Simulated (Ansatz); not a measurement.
Cost and result for the atomization energy of CH3NOS2, SMILES `NC1(O)SS1` (8 atoms, 8 bonds).

Total charge 0; spin multiplicity 1. The structure was optimised at the PBE0-D4/def2-TZVP level. It is one conformer, not always the lowest. Program: Ansatz. All runs use 2 threads of an Arm Neoverse V2 on a shared host. Times are those of one run each, without the atoms' runs, and a repeat can differ threefold. Electronic energies, without spin–orbit coupling; frozen cores. CCSD(T)/CBS adds CCSD(T) − MP2 in def2-TZVPP to the MP2 limit, and its time is that of the two runs behind it. T1 = 0.012. B3LYP takes the VWN-RPA correlation (the form of Gaussian; ORCA's B3LYP/G).

CCSD(T)/CBS is a level of theory with its own doubt, some kJ/mol a heavy atom from the limit and from the frozen cores, so smaller differences don't rank the functionals.

| level | functions | wall time |
| --- | --- | --- |
| LDA (SPW92)/def2-TZVPP | 219 | 1.6 s |
| PBE-D4/def2-TZVPP (with forces) | 219 | 3.1 s |
| PBE0-D4/def2-TZVPP | 219 | 3.6 s |
| BHLYP-D4/def2-TZVPP | 219 | 3.9 s |
| CCSD(T)/def2-SVP | 93 | 4 s |
| B3LYP-D4/def2-TZVPP (with forces) | 219 | 6 s |
| r2SCANh-D4/def2-TZVPP | 219 | 6.5 s |
| PBE-QIDH/def2-TZVPP | 219 | 7 s |
| ωB97X-V/def2-TZVPP | 219 | 9.5 s |
| ωB97M-V/def2-TZVPP (with forces) | 219 | 15 s |
| MP2/def2-QZVPP | 401 | 22 s |
| CCSD(T)/def2-TZVPP | 219 | 120 s |
| CCSD(T)/CBS(def2) | – | 2.3 min |

Problem. What atomization energy does each give, and how far from CCSD(T)/CBS? (An estimate is asked.)

Solution. Computed: 
```
                            level  atomization (kJ/mol)  difference from CCSD(T)/CBS  per bond
           LDA (SPW92)/def2-TZVPP                3410.4                        619.5      77.4
  PBE-D4/def2-TZVPP (with forces)                2942.2                        151.3      18.9
               PBE0-D4/def2-TZVPP                2823.0                         32.1       4.0
              BHLYP-D4/def2-TZVPP                2614.4                       -176.5     -22.1
                 CCSD(T)/def2-SVP                2524.1                       -266.8     -33.4
B3LYP-D4/def2-TZVPP (with forces)                2779.4                        -11.5      -1.4
            r2SCANh-D4/def2-TZVPP                2770.3                        -20.6      -2.6
              PBE-QIDH/def2-TZVPP                2762.9                        -28.0      -3.5
               ωB97X-V/def2-TZVPP                2810.3                         19.4       2.4
 ωB97M-V/def2-TZVPP (with forces)                2819.3                         28.4       3.6
                   MP2/def2-QZVPP                2846.5                         55.6       7.0
               CCSD(T)/def2-TZVPP                2670.6                       -120.3     -15.0
                CCSD(T)/CBS(def2)                2790.9                          0.0       0.0
```

In def2-TZVPP, CCSD(T) changes the Hartree–Fock value by +1011.7 kJ/mol (the triples alone add +83.7 kJ/mol) and MP2 by +1116.9 kJ/mol; breaking electron pairs costs correlation energy, which Hartree–Fock lacks. The D4 term adds +35.8 kJ/mol with B3LYP and +18.2 kJ/mol with PBE0; it sums over pairs of atoms, weighted by their polarisabilities, and B3LYP, whose exchange is more repulsive, gets the larger term. From r2SCAN to r2SCAN0 (25 % exact exchange), in def2-TZVPP and without D4, the atomization energy moves by −92.1 kJ/mol: exact exchange takes away binding that semilocal exchange gives to molecules.
